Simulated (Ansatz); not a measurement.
Barrier from N2H (SMILES [N]=N, doublet) to the saddle point below; all geometries are those of the NHTBH38 set.
```
N
N 1 1.1228
H 1 1.4306 2 117.54
```
Charge 0, spin multiplicity 2.

Total energies in hartree (Ansatz, an electronic-structure program). Open shells are spin-unrestricted; no spin-orbit coupling. Correlated methods leave the cores frozen. No relativity. The UHF reference of HN2 ([N]=N, doublet) is spin-contaminated (<S^2> up to 0.13 over the pure value in the sets run). The UHF reference of HN2 (saddle point or complex, doublet) is spin-contaminated (<S^2> up to 0.15 over the pure value in the sets run).

| species | HF/aug-cc-pVTZ | CCSD(T)/aug-cc-pVTZ | HF/aug-cc-pVQZ | CCSD(T)/aug-cc-pVQZ | CCSD(T)/aug-cc-pVDZ | CCSDT(Q)/aug-cc-pVDZ |
|---|---|---|---|---|---|---|
| 1: N2H (SMILES N=[N], doublet) | -109.47008 | -109.87448 | -109.47680 | -109.90107 | -109.78642 | -109.78874 |
| 2: HN2 (complex or saddle point, doublet) | -109.44833 | -109.85727 | -109.45518 | -109.88395 | -109.76948 | -109.77199 |

Question: Work out the barrier height (electronic, no zero-point energy) in kcal/mol: take Hartree-Fock from aug-cc-pVQZ, extrapolate the CCSD(T) correlation energy as X^-3 (X = 3, 4), and add CCSDT(Q) - CCSD(T) in aug-cc-pVDZ. 1 hartree = 627.51 kcal/mol.

Answer: 
Species 1: correlation (64·(-0.42427) - 27·(-0.40440))/37 = -0.43877; step -0.00232; E1 = -109.47680 + (-0.43877) + (-0.00232) = -109.91789
Species 2: correlation (64·(-0.42877) - 27·(-0.40894))/37 = -0.44324; step -0.00251; E2 = -109.45518 + (-0.44324) + (-0.00251) = -109.90093
-1·E1 +1·E2 = 0.01696 hartree = 10.6 kcal/mol. Published benchmark value: 10.7 kcal/mol (Zhao et al., NHTBH38), a best estimate, not a measurement. The composite differs from it by -0.1 kcal/mol; core, relativistic and spin-orbit terms are not in it.
